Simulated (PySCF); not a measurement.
# Basis-set dependence of SiF⁻ at CCSD

PySCF, UHF reference; triplet, unpaired electrons π ↑↑; De to Si + F⁻ without counterpoise correction. Frozen cores follow the default of each basis and core potential.

```
         basis     relativity  functions  Re (Å)  ωe (cm⁻¹)  De (eV)  frozen orbitals
     def2-SVPD  no relativity         47   1.787        591      n/a                6
aug-cc-pVDZ-DK  spin-free X2C         50   1.758        621      n/a                6
   def2-TZVPPD  no relativity         88   1.702        658      n/a                6
```

How does each smaller set differ from the one with most functions, def2-TZVPPD?

def2-SVPD: +8.5 pm, -10.2 % in ωe; aug-cc-pVDZ-DK: +5.6 pm, -5.6 % in ωe. All at CCSD; the set with most functions is neither the basis-set limit nor always the best. The rows treat relativity differently, so the differences are not basis effects alone.

Correlated steps freeze 6 core orbitals. The state was picked by a PBE0 search and need not be the measured ground state.
